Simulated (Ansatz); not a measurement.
A made-up structure of CH₂F (charge +1), closed shell:

C1  (-0.032, -0.023, -0.022)
F2  (0.675, 0.481, 0.457)
H3  (-0.627, 0.658, -0.700)
H4  (-0.016, -1.116, 0.265)
(Å)

It is relaxed with PBE-D4/def2-SVP and then PBE0-D4/def2-TZVP (Ansatz 0.2.0). Atoms count as bonded within 1.22 times the sum of their covalent radii (H–H: 0.88 Å). The end point is not checked to be a true minimum.

Q: Does its bonding change? (Judge from chemistry; the calculation decides.)

A: By the calculation: No: no bond forms or breaks.

Where it ends: The first stage lowers the energy by 3.99 eV in 5 steps. It ends as CH₂F ([CH2][F]), total charge +1:
```
4
angstrom
C -0.0399 -0.0284 -0.0270
F 0.8339 0.5945 0.5647
H -0.6800 0.5380 -0.7154
H -0.1141 -1.1041 0.1777
```

Labels in which every atom is bracketed show which atoms are joined, not bond orders.

For scale, one of the runs: PBE0-D4/def2-TZVP relaxation, 74 basis functions, launched by `ansatz run in.yaml --threads 2 --pin off --events-out ev --progress --plain --max-ram 4352MiB`. The run took about 2.9 s on 2 CPU threads of an Arm Neoverse V2 (shared host).
